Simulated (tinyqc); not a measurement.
Stretching all distances: RHF, UHF, MP2, CISD and CCSD against full CI in the sto-3g basis, for CH2, spin multiplicity 1. Computed by the program tinyqc with PySCF. 

Geometry (angstrom):

| atom | x | y | z |
|---|---|---|---|
| C | 0.0000 | 0.0000 | 0.0000 |
| H | 0.0000 | 0.8870 | 0.5000 |
| H | 0.0000 | -0.8580 | 0.4840 |

All coordinates are multiplied by the scale. c0^2 is the weight of the RHF determinant in the lowest singlet FCI state (UHF is spin-contaminated and may lie near states of higher spin) and n(LUMO) the first natural occupation beyond the occupied space.

Full CI energy (hartree) and errors against it (kcal/mol):

| scale | distance 1-2 (angstrom) | E(FCI) | RHF | UHF | MP2 | CISD | CCSD | <S^2> UHF | c0^2 | n(LUMO) |
|---|---|---|---|---|---|---|---|---|---|---|
| 0.990 | 1.008 | -38.38428 | 32.365 | 4.000 | 14.252 | 1.743 | 0.381 | 0.888 | 0.903 | 0.167 |
| 1.240 | 1.263 | -38.40828 | 45.595 | 23.941 | 19.101 | 2.618 | 0.466 | 0.822 | 0.908 | 0.110 |
| 1.490 | 1.517 | -38.34084 | 69.001 | 53.362 | 29.249 | 5.256 | 0.586 | 0.749 | 0.869 | 0.111 |
| 1.740 | 1.772 | -38.26742 | 103.750 | 60.007 | 44.765 | 11.667 | 0.531 | 1.429 | 0.772 | 0.243 |
| 1.980 | 2.016 | -38.21417 | 145.556 | 41.535 | 62.003 | 22.532 | -0.721 | 1.650 | 0.638 | 0.419 |
| 2.230 | 2.271 | -38.18052 | 193.294 | 26.121 | 78.051 | 37.184 | -5.848 | 1.848 | 0.487 | 0.613 |

UHF lies below RHF over the whole range. The weight c0^2 goes from 0.90 to 0.49 and n(LUMO) from 0.17 to 0.61: static correlation grows as the bonds break into open-shell fragments. The spread of the error along the curve, which distorts its shape, is CCSD 6.4, CISD 35.4, UHF 56.0, MP2 63.8, RHF 160.9 kcal/mol. Below FCI somewhere: CCSD, as non-variational methods may be. The table stops here: at scale 2.48 and beyond, the reference weight falls under 0.45 or RHF, UHF or CCSD hop between solutions, so those rows were left out and the spreads given cover only the rows shown. As computed, partly on other solutions, the errors there reach in size RHF 269, UHF 40, MP2 100, CISD 58, CCSD 44 kcal/mol.
